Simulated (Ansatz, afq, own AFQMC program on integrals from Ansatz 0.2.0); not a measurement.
# SiNH₃, singlet, reference energies and how methods fare

```xyz
5

Si    0.0000   -0.0811    0.6246
N     0.0000    0.0494   -1.0775
H     0.0000    1.4343    0.8505
H     0.0000    0.9052   -1.6101
H     0.0000   -0.7657   -1.6709
```

Geometry: a PBE0/def2-TZVP stationary point, not shown to be a minimum. Basis cc-pVDZ. Only valence electrons are correlated. AFQMC by an in-house program on the Cholesky factors that Ansatz 0.2.0 writes for its CCSD(T) run. ph-AFQMC/CISD is guided by a CISD state made of CCSD amplitudes; releasing the constraint for a short imaginary time cuts its bias at the price of noise, slowly where states lie close. ± is one standard error of the sampling.

Best estimates are CCSD(T) at the basis-set limit (def2-TZVPP/QZVPP) plus the step from CCSD(T) to the highest rung at hand in cc-pVDZ, named in the table (released AFQMC can keep some 10 meV of bias). No zero-point, core-correlation or spin–orbit terms. Other levels are in cc-pVDZ, the functionals in def2-TZVP; a dash marks a level that is missing or breaks spin symmetry for a member.

Cautions: SiNH₃ (singlet): the ph-AFQMC/CISD walk drifts between its halves (2.6 errors); SiNH₃⁺ (doublet): the released value is read at 1.62 1/Eh with a noise of 19 meV, more than in the cases checked, later times being too noisy (meV from the phaseless value at times in 1/Eh: -17 ± 13 at 0.24, -14 ± 14 at 0.51, -7 ± 15 at 0.99, -34 ± 19 at 1.62, -50 ± 30 at 2.40).

```json
{"process": "to charge +1, doublet (vertical)", "best estimate (eV)": "8.90 ± 0.02", "highest rung": "released AFQMC"}
{"process": "to free atoms", "best estimate (eV)": "15.97", "highest rung": "CCSDT(Q)"}
```

Errors against the best estimates in eV, the processes numbered in the order above:

```tsv
level	error, 1	error, 2
MP2	-0.48	-1.93
CCSD(T)	-0.35	-1.90
ph-AFQMC/CISD	-0.34 ± 0.02	-1.88 ± 0.02
CCSD(T)/CBS	0.01	-0.02
PBE	-0.25	0.04
r2SCAN	-0.31	-0.31
PBE0	-0.20	-0.33
B3LYP	-0.09	-0.05
wB97M-V	-0.07	0.08
B2PLYP	-0.19	-0.30
```

Cost at the first geometry: PBE0/cc-pVDZ, 0.87 s on 1 thread of Intel(R) Xeon(R) 6975P-C (Granite Rapids) (shared host); RCCSD(T)/cc-pVDZ, 0.42 s on 1 thread of Intel(R) Xeon(R) 6975P-C (Granite Rapids) (shared host); CCSDT(Q), 6.5 s on 1 thread of Intel(R) Xeon(R) 6975P-C (Granite Rapids), with other jobs on the host; ph-AFQMC/CISD with release, 4.2 min on 1 thread of Intel(R) Xeon(R) 6975P-C (Granite Rapids), with other jobs on the host.

Best estimates are given only where the step beyond CCSD(T) is under 0.3 eV and no member's determinant is very poor (T1 over 0.05, or 0.07 for open shells, ⟨S²⟩ too high by 0.3, two states mixed), so the hardest cases are missing from such tables.

The functionals ran in a triple-zeta set and keep a basis error of their own, a few kJ/mol for each bond in atomization energies and more for double hybrids, so close places among them and the extrapolated levels can swap.

CCSDT and higher add their correlation energy to the determinant of the CCSD(T) run, since their own runs factorise the integrals more tightly (a shift of under 2 meV). Each member of a difference takes its own highest rung, so a best estimate needn't equal the limit plus the step of one row. A walk keeps the symmetry of its determinant, which the program's search chose and which needn't be the lowest solution, so a lower state of the same spin and another symmetry isn't excluded. Released energies are given only where the last usable release times agree within the noise; a slower fall can still hide under it.
